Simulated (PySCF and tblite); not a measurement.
Values are calculated unless marked as measured or tabulated.
C₄H₅N, numbered as in [CH2:1]=[CH:2][CH2:3][C:4]#[N:5].

The ensemble was built from 90 distance-geometry starts (ETKDG and KDG, MMFF94s, GFN2-xTB) and rests on PBE0-D3(BJ)/def2-SVP geometries. Energies: PBE0-D3(BJ)/def2-TZVP, with GFN2-xTB thermal terms (modes under about 100 cm⁻¹ blended into free rotors). Symmetry numbers and mirror images are counted. Conformers within 4 kcal/mol (GFN2-xTB free energy) were kept, 5 at most. (PySCF 2.14, tblite 0.8.)

Rotational constants are equilibrium values for the commonest isotopes; dipoles come from the energy level named.

Torsions listed: C1–C2–C3–C4. Of a mirror pair one member is shown.

```json
{"conformer": "1", "shape": "0°", "symmetry": "Cs", "weight %": "70.8"}
{"conformer": "2", "shape": "123°", "symmetry": "C1 (pair)", "weight %": "29.2"}
```

Sets of constants, in random order:

```json
{"set": "P", "A (MHz)": "19387", "B (MHz)": "2625", "C (MHz)": "2506", "abs μa (D)": "3.59", "abs μb (D)": "1.79", "abs μc (D)": "0.19"}
{"set": "Q", "A (MHz)": "11451", "B (MHz)": "3697", "C (MHz)": "2844", "abs μa (D)": "3.12", "abs μb (D)": "2.36", "abs μc (D)": "0.00"}
```

Problem. Match each set to its conformer.

Solution. P is conformer 2, Q is conformer 1.
